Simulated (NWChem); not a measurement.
**UTPSS-D3(0)/6-311G(d) run of BH2O (SMILES [BH]O)**

What is the energy change on altering one bond length of BH2O at UTPSS-D3(0)/6-311G*? 

Program for the calculation: NWChem 7.3.0.

1 further run of the same task is left out (set aside as unsound or not needed).

## 1. The molecule

BH2O has 4 atoms, charge 0, and is taken as a doublet. As SMILES, `[BH]O`. Geometry: relaxed at PBE0-D4/def2-TZVP.

Bond lengths: B1–O2 1.333 Å, B1–H3 1.201 Å, O2–H4 0.961 Å. Angles: B1–O2–H4 114.6°, O2–B1–H3 121.0°.

## 2. Energy and one-electron properties at UTPSS-D3(0)/6-311G(d)

Contents of mymol.nw:

```
start mymol
memory total 2200 mb
charge 0

geometry noautosym nocenter
   zmatrix
     B
     O 1 1.333089
     H 1 1.200741 2 120.96684
     H 2 0.961414 1 114.64972 3 -179.98679
   end
end

basis spherical bse
   * library 6-311G*
end

dft
   xc xtpss03 ctpss03
   mult 2
   disp vdw 3
   grid medium
   direct
   maxiter 100
   print medium
end

property
   efield
   quadrupole
   esp
   moldenfile
   molden_norm janpa
end

task dft property
```

Command:

```bash
nwchem mymol.nw > mymol.out
```

The log of the run:

```text
[...]
          Wavefunction type:  spin polarized.
          No. of atoms     :     4
          No. of electrons :    15
[...]
          Charge           :     0
          Spin multiplicity:     2
[...]
          AO basis - number of functions:    42
[...]
              XC Information
              --------------
                  TPSS metaGGA Exchange Functional  1.000
             TPSS03 metaGGA Correlation Functional  1.000
[...]
 d= 0,ls=0.0,diis     1   -101.2138333467 -1.27D+02  1.46D-02  1.10D-01     0.5
[...]
 d= 0,ls=0.0,diis     8   -101.2716194831 -8.24D-08  4.88D-06  5.45D-08     3.2
[...]
         Total DFT energy =     -101.271619483123
      One electron energy =     -188.726859502875
           Coulomb energy =       74.919655009928
    Exchange-Corr. energy =      -13.405797723992
 Nuclear repulsion energy =       25.941705251695
    Dispersion correction =       -0.000322517878
[...]
      <S2> =      0.7523 (Exact =     0.7500)
[...]
```

It took 3.9 s on 1 thread of AMD EPYC 7B13 (Zen 3), shared host; peak memory 0.12 GiB.

## 3. The distorted shape at the same level

Contents of test.nw:

```
start test
title "BH2O"
memory total 2200 mb
charge 0

geometry noautosym nocenter noautoz
 B     -0.131900    -1.515500     1.225200
 O      0.119700     0.544500    -0.448600
 H     -1.190000    -2.062400     1.377200
 H      1.006100     0.913200    -0.500300
end

basis spherical bse
 B library 6-311G*
 O library 6-311G*
 H library 6-311G*
end

dft
 xc xtpss03 ctpss03
 mult 2
 disp vdw 3
 grid medium
 direct
 maxiter 100
 noprint "final vectors analysis"
end

property
 efield
 quadrupole
 esp
 moldenfile
 molden_norm janpa
end

task dft property
```

Command:

```bash
nwchem test.nw > test.out
```

The log of the run:

```text
[...]
          Wavefunction type:  spin polarized.
          No. of atoms     :     4
          No. of electrons :    15
[...]
          Charge           :     0
          Spin multiplicity:     2
[...]
          AO basis - number of functions:    42
[...]
              XC Information
              --------------
                  TPSS metaGGA Exchange Functional  1.000
             TPSS03 metaGGA Correlation Functional  1.000
[...]
 d= 0,ls=0.0,diis     1   -100.7822442170 -1.18D+02  1.85D-01  3.26D-01     0.5
[...]
 d= 0,ls=0.5,diis    45   -101.0798787631 -7.80D-08  2.73D-06  8.37D-08    15.8
[...]
         Total DFT energy =     -101.079878818922
      One electron energy =     -170.809917662636
           Coulomb energy =       66.229172876136
    Exchange-Corr. energy =      -13.231617685804
 Nuclear repulsion energy =       16.733270871156
    Dispersion correction =       -0.000787217775
[...]
      <S2> =      0.8859 (Exact =     0.7500)
[...]
```

Run time: 17 s. Hardware: 1 thread of AMD EPYC 7B13 (Zen 3), shared host; peak memory 0.18 GiB.

## 4. What came out

At UTPSS-D3(0)/6-311G*:

```
                                                         quantity          value
                                        first shape: total energy  -101.27162 Eh
                                       first shape: dipole moment         1.65 D
                  first shape: HOMO energy (highest over α and β)       -4.41 eV
                   first shape: LUMO energy (lowest over α and β)       -1.91 eV
                                   first shape: dispersion energy   -0.85 kJ/mol
                                                first shape: ⟨S²⟩          0.752
                                    distorted shape: total energy  -101.07988 Eh
                                   distorted shape: dipole moment         1.99 D
                               distorted shape: dispersion energy   -2.07 kJ/mol
                                            distorted shape: ⟨S²⟩          0.886
energy change with the B1–O2 bond stretched from 1.333 to 2.666 Å       5.218 eV
```

With the B1–O2 bond stretched from 1.333 to 2.666 Å the energy rises by 5.22 eV (120 kcal/mol). The first shape isn't relaxed at this level, so the change isn't measured from a minimum. ⟨S²⟩ (distorted shape) is 0.89 where a pure doublet has 0.75: the reference is spin-contaminated.
